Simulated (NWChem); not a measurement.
Everything below was run with NWChem. System: acetic acid (C$_{2}$H$_{4}$O$_{2}$), charge 0, spin multiplicity 1, at a geometry optimised with PBE0/def2-SVP. Level: evGW@PBE/def2-TZVP, RI basis def2-tzvp-rifit, 6 cycles.

Input file:

```
start mol
memory heap 200 mb stack 700 mb global 1700 mb
geometry units angstroms nocenter noautoz
  C      1.347984     0.350531     0.000000
  C     -0.070326    -0.135870     0.000000
  O     -0.945092     0.882949     0.000000
  O     -0.420354    -1.285547     0.000000
  H      2.030556    -0.505798     0.000000
  H      1.527377     0.978546    -0.884812
  H      1.527377     0.978546     0.884812
  H     -1.827694     0.481531     0.000000
  symmetry group Cs
end
basis spherical
  * library def2-tzvp
end
basis "ri basis" bse spherical
  * library def2-tzvp-rifit
end
dft
  xc xpbe96 cpbe96
  iterations 100
  direct
  tolerances tight
end
task dft energy
gw
  evgw 6
  states alpha occ -1 vir -1
end
task dft gw
```

Part of the output:

```
             Northwest Computational Chemistry Package (NWChem) 7.3.0
             --------------------------------------------------------

                                NWChem Input Module
                                -------------------

 Scaling coordinates for geometry "geometry" by  1.889725989
 (inverse scale =  0.529177249)

 Turning off AUTOSYM since
 SYMMETRY directive was detected!

                             Geometry "geometry" -> ""
                             -------------------------

 Output coordinates in angstroms (scale by  1.889725989 to convert to a.u.)

  No.       Tag          Charge          X              Y              Z
 ---- ---------------- ---------- -------------- -------------- --------------
    1 C                    6.0000     1.34798400     0.35053100     0.00000000
    2 C                    6.0000    -0.07032600    -0.13587000     0.00000000
    3 O                    8.0000    -0.94509200     0.88294900     0.00000000
    4 O                    8.0000    -0.42035400    -1.28554700     0.00000000
    5 H                    1.0000     2.03055600    -0.50579800     0.00000000
    6 H                    1.0000     1.52737700     0.97854600    -0.88481200
    7 H                    1.0000     1.52737700     0.97854600     0.88481200
    8 H                    1.0000    -1.82769400     0.48153100     0.00000000

 Effective nuclear repulsion energy (a.u.)     121.5409487727

            Nuclear Dipole moment (a.u.)
            ----------------------------
        X                 Y               Z
 ---------------- ---------------- ----------------
    -0.0000075589     0.0000132281     0.0000000000

      Symmetry information
      --------------------

 Group name             Cs
 Group number              2
 Group order               2
 No. of unique centers     7

      Symmetry unique atoms

     1    2    3    4    5    6    8


 Summary of "ao basis" -> "" (spherical)
 ------------------------------------------------------------------------------
       Tag                 Description            Shells   Functions and Types
 ---------------- ------------------------------  ------  ---------------------
 *                         def2-tzvp                  on all atoms

 new library libraries.bse/

 Summary of "ri basis" -> "" (spherical)
 ------------------------------------------------------------------------------
       Tag                 Description            Shells   Functions and Types
 ---------------- ------------------------------  ------  ---------------------
 *                      def2-tzvp-rifit               on all atoms

  pbe96 is a nonlocal functional; adding pw91lda local functional.

                                 NWChem DFT Module
                                 -----------------

 Summary of "ao basis" -> "ao basis" (spherical)
 ------------------------------------------------------------------------------
       Tag                 Description            Shells   Functions and Types
 ---------------- ------------------------------  ------  ---------------------
 C                         def2-tzvp                11       31   5s3p2d1f
 O                         def2-tzvp                11       31   5s3p2d1f
 H                         def2-tzvp                 4        6   3s1p

 Summary of "ao basis" -> "ao basis" (spherical)
 ------------------------------------------------------------------------------
       Tag                 Description            Shells   Functions and Types
 ---------------- ------------------------------  ------  ---------------------
 C                         def2-tzvp                11       31   5s3p2d1f
 O                         def2-tzvp                11       31   5s3p2d1f
 H                         def2-tzvp                 4        6   3s1p

      Symmetry analysis of basis
      --------------------------

        a'        100
        a"         48

            General Information
            -------------------
          SCF calculation type: DFT
          Wavefunction type:  closed shell.
          No. of atoms     :     8
          No. of electrons :    32
           Alpha electrons :    16
            Beta electrons :    16
          Charge           :     0
          Spin multiplicity:     1
          Use of symmetry is: on ; symmetry adaption is: on
          Maximum number of iterations: 100
          This is a Direct SCF calculation.
          AO basis - number of functions:   148
                     number of shells:    60
          Convergence on energy requested:  1.00D-06
          Convergence on density requested:  1.00D-05
          Convergence on gradient requested:  5.00D-04

              XC Information
              --------------
          PerdewBurkeErnzerhof Exchange Functional  1.000
            Perdew 1991 LDA Correlation Functional  1.000 local
           PerdewBurkeErnz. Correlation Functional  1.000 non-local

             Grid Information
             ----------------
          Grid used for XC integration:  medium
          Radial quadrature: Mura-Knowles
          Angular quadrature: Lebedev.
          Tag              B.-S. Rad. Rad. Pts. Rad. Cut. Ang. Pts.
          ---              ---------- --------- --------- ---------
          C                   0.70       49          10.0       434
          O                   0.60       49          10.0       434
          H                   0.35       45          11.0       434
          Grid pruning is: on
          Number of quadrature shells:   331
          Spatial weights used:  Erf1

          Convergence Information
[...]
@GW        79         67.016           0.000
@GW        80         68.632           0.000
@GW        81         69.300           0.000
@GW        82         69.470           0.000
@GW        83         72.808           0.000
@GW        84         73.110           0.000
@GW        85         74.592           0.000
@GW        86         78.153           0.000
@GW        87         79.432           0.000
@GW        88         80.109           0.000
@GW        89         81.271           0.000
@GW        90         81.212           0.000
@GW        91         84.139           0.000
@GW        92         85.339           0.000
@GW        93         85.125           0.000
@GW        94         86.204           0.000
@GW        95         88.263           0.000
@GW        96         89.649           0.000
@GW        97         90.257           0.000
@GW        98         90.853           0.000
@GW        99         91.842           0.000
@GW       100         93.251           0.000
@GW       101         93.622           0.000
@GW       102         94.522           0.000
@GW       103         96.362           0.000
@GW       104         97.496           0.000
@GW       105         99.401           0.000
@GW       106        101.323           0.000
@GW       107        101.704           0.000
@GW       108        106.275           0.000
@GW       109        109.108           0.000
@GW       110        110.207           0.000
@GW       111        111.227           0.000
@GW       112        111.969           0.000
@GW       113        112.995           0.000
@GW       114        118.154           0.000
@GW       115        125.836           0.000
@GW       116        126.202           0.000
@GW       117        126.171           0.000
@GW       118        128.053           0.000
@GW       119        131.006           0.000
@GW       120        136.190           0.000
@GW       121        149.290           0.000
@GW       122        149.509           0.000
@GW       123        151.383           0.000
@GW       124        155.852           0.000
@GW       125        156.095           0.000
@GW       126        159.450           0.000
@GW       127        162.517           0.000
@GW       128        167.381           0.000
@GW       129        168.742           0.000
@GW       130        169.007           0.000
@GW       131        178.242           0.000
@GW       132        178.708           0.000
@GW       133        179.327           0.000
@GW       134        183.599           0.000
@GW       135        182.538           0.000
@GW       136        183.794           0.000
@GW       137        189.551           0.000
@GW       138        189.905           0.000
@GW       139        193.557           0.000
@GW       140        192.995           0.000
@GW       141        195.531           0.000
@GW       142        201.359           0.000
@GW       143        201.190           0.000
@GW       144        208.098           0.000
@GW       145        626.601           0.000
@GW       146        653.697           0.000
@GW       147       1214.846           0.000
@GW       148       1217.498           0.000

  *** G5W5

          Computing RPA polarizability
          Solving quasiparticle equations

                  Alpha Orbitals
          State     Energy (eV)     Error (eV)
          -----------------------------------
@GW         1       -541.541           0.000
@GW         2       -539.664           0.000
@GW         3       -295.976           0.000
@GW         4       -292.659           0.000
@GW         5        -34.464           0.000
@GW         6        -31.628           0.000
@GW         7        -24.687           0.000
@GW         8        -20.720           0.000
@GW         9        -17.020           0.000
@GW        10        -16.953           0.000
@GW        11        -16.427           0.000
@GW        12        -14.797           0.000
@GW        13        -14.165           0.000
@GW        14        -14.418           0.000
@GW        15        -12.233           0.000
@GW        16        -10.991           0.000
@GW        17          3.051           0.000
@GW        18          3.084           0.000
@GW        19          3.932           0.000
@GW        20          5.441           0.000
@GW        21          5.683           0.000
@GW        22          6.173           0.000
@GW        23          7.087           0.000
@GW        24          8.040           0.000
@GW        25          8.190           0.000
@GW        26          8.820           0.000
@GW        27          9.156           0.000
@GW        28         10.729           0.000
@GW        29         12.529           0.000
@GW        30         13.107           0.000
@GW        31         13.132           0.000
@GW        32         13.759           0.000
@GW        33         14.781           0.000
@GW        34         14.993           0.000
@GW        35         15.188           0.000
@GW        36         15.762           0.000
@GW        37         16.152           0.000
@GW        38         17.955           0.000
@GW        39         18.168           0.000
@GW        40         18.738           0.000
@GW        41         19.734           0.000
@GW        42         20.724           0.000
@GW        43         20.911           0.000
@GW        44         24.462           0.000
@GW        45         24.028           0.000
@GW        46         25.715           0.000
@GW        47         26.533           0.000
@GW        48         28.312           0.000
@GW        49         30.012           0.000
@GW        50         29.981           0.000
@GW        51         31.411           0.000
@GW        52         31.931           0.000
@GW        53         34.950           0.000
@GW        54         39.927           0.000
@GW        55         39.977           0.000
@GW        56         40.826           0.000
@GW        57         41.907           0.000
@GW        58         44.659           0.000
@GW        59         44.347           0.000
@GW        60         44.469           0.000
@GW        61         45.871           0.000
@GW        62         47.552           0.000
@GW        63         47.540           0.000
@GW        64         47.927           0.000
@GW        65         50.022           0.000
@GW        66         52.329           0.000
@GW        67         53.245           0.000
@GW        68         53.617           0.000
@GW        69         55.811           0.000
@GW        70         57.159           0.000
@GW        71         58.431           0.000
@GW        72         60.952           0.000
@GW        73         60.767           0.000
@GW        74         61.432           0.000
@GW        75         62.239           0.000
@GW        76         63.364           0.000
@GW        77         64.587           0.000
@GW        78         65.842           0.000
@GW        79         67.012           0.000
@GW        80         68.612           0.000
@GW        81         69.299           0.000
@GW        82         69.470           0.000
@GW        83         72.810           0.000
@GW        84         73.109           0.000
@GW        85         74.598           0.000
@GW        86         78.163           0.000
@GW        87         79.397           0.000
@GW        88         80.104           0.000
@GW        89         81.244           0.000
@GW        90         81.112           0.000
@GW        91         84.150           0.000
@GW        92         85.343           0.000
@GW        93         85.135           0.000
@GW        94         86.196           0.000
@GW        95         88.268           0.000
@GW        96         89.644           0.000
@GW        97         90.256           0.000
@GW        98         90.849           0.000
@GW        99         91.847           0.000
@GW       100         93.263           0.000
@GW       101         93.631           0.000
@GW       102         94.542           0.000
@GW       103         96.343           0.000
@GW       104         97.490           0.000
@GW       105         99.395           0.000
@GW       106        101.339           0.000
@GW       107        101.705           0.000
@GW       108        106.269           0.000
@GW       109        109.142           0.000
@GW       110        110.143           0.000
@GW       111        111.223           0.000
@GW       112        111.989           0.000
@GW       113        112.961           0.000
@GW       114        118.187           0.000
@GW       115        125.828           0.000
@GW       116        126.225           0.000
@GW       117        126.160           0.000
@GW       118        128.077           0.000
@GW       119        131.013           0.000
@GW       120        136.188           0.000
@GW       121        149.296           0.000
@GW       122        149.523           0.000
@GW       123        151.374           0.000
@GW       124        155.874           0.000
@GW       125        156.105           0.000
@GW       126        159.432           0.000
@GW       127        162.718           0.000
@GW       128        167.408           0.000
@GW       129        168.752           0.000
@GW       130        169.010           0.000
@GW       131        178.257           0.000
@GW       132        178.707           0.000
@GW       133        179.328           0.000
@GW       134        183.332           0.000
@GW       135        182.535           0.000
@GW       136        183.766           0.000
@GW       137        189.544           0.000
@GW       138        189.924           0.000
@GW       139        193.613           0.000
@GW       140        193.000           0.000
@GW       141        195.529           0.000
@GW       142        201.335           0.000
@GW       143        201.236           0.000
@GW       144        208.097           0.000
@GW       145        626.615           0.000
@GW       146        653.717           0.000
@GW       147       1214.896           0.000
@GW       148       1217.541           0.000

     GW Timing Statistics
   ------------------------
   Init.   :          0.1s
     ERIs  :          3.2s
     Distr.:          0.2s
     Vxc   :          0.5s
   Sigma_x :          0.0s
   RPA     :         14.7s
   Wmn     :         10.7s
   Sigma_c :          6.9s
   GW total:         36.3s

 Task  times  cpu:       36.3s     wall:       36.3s

 Total times  cpu:       72.6s     wall:       72.6s
```
